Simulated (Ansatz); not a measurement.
```yaml
crystal:
  periodic: [false, false, false]
  atoms:
    - {symbol: Ti, position_ang: [0.000000, 0.000000, 0.000000]}
    - {symbol: H, position_ang: [0.000000, 0.000000, 1.760000]}
basis:
  gaussian: {orbitals: def2-TZVP}
total_charge: 1
magnetization: {spin_polarized: true, initial_magnetization: 2}
hamiltonian: {xc: pbe0}
relax: {f_tol: 0.004, max_steps: 80}
```

```sh
$ ansatz run in.yaml --threads 1 --pin off --events-out ev --progress --plain --max-ram 2176MiB
```

Steps of the relaxation (energy above the last step; positions in Å, forces in eV/Å):

```
2
step 1, 22.4 meV
Ti    0.000    0.000    0.000    0.000    0.000    0.655
H     0.000    0.000    1.760    0.000    0.000   -0.655
```

```
2
step 2, 4.6 meV
Ti    0.000    0.000    0.047    0.000    0.000   -0.332
H     0.000    0.000    1.713    0.000    0.000    0.332
```

```
2
step 3, 0.0 meV
Ti    0.000    0.000    0.034    0.000    0.000   -0.026
H     0.000    0.000    1.726    0.000    0.000    0.026
```

```
2
step 4, 0.0 meV
Ti    0.000    0.000    0.033    0.000    0.000    0.000
H     0.000    0.000    1.727    0.000    0.000    0.000
```

Close pairs at the end: Ti1–H2 1.694 Å.

A stationary point of unrestricted PBE0 after 4 steps, with ⟨S²⟩ = 2.011 against 2.00 for a pure state. 15 s on 1 thread of Intel Xeon Platinum 8375C, shared host.
